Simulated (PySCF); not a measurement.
**Working out the ionisation energy of P**

P [Ne] 3s2 3p3 (4S) → P⁺ [Ne] 3s2 3p2 (3P). Computed with PySCF 2.14 in pcseg-2, with the non-relativistic Hamiltonian (point nucleus). Frozen: [Ne]. Energies in hartree (1 hartree = 27.21139 eV):

```csv
part,P (lower),P⁺ (upper)
UHF,-340.709213,-340.344389
CCSD correlation,-0.092001,-0.078583
(T),-0.002810,-0.001955
```

**Question.** What does Hartree-Fock give?

**Answer.** (-340.344389) − (-340.709213) = 0.364824 hartree = 9.927 eV.

**Question.** What do CCSD and CCSD(T) give?

**Answer.** The CCSD correlation energies differ by 0.013418 hartree = 0.365 eV and the triples by 0.000855 hartree = 0.023 eV, so CCSD gives 10.292 eV and CCSD(T) 10.315 eV.

Measured between the centres of the two terms (NIST): 10.526 eV, so CCSD(T) (valence) is off by -0.211 eV.

What remains against the reference includes basis incompleteness, the frozen core and higher excitations.
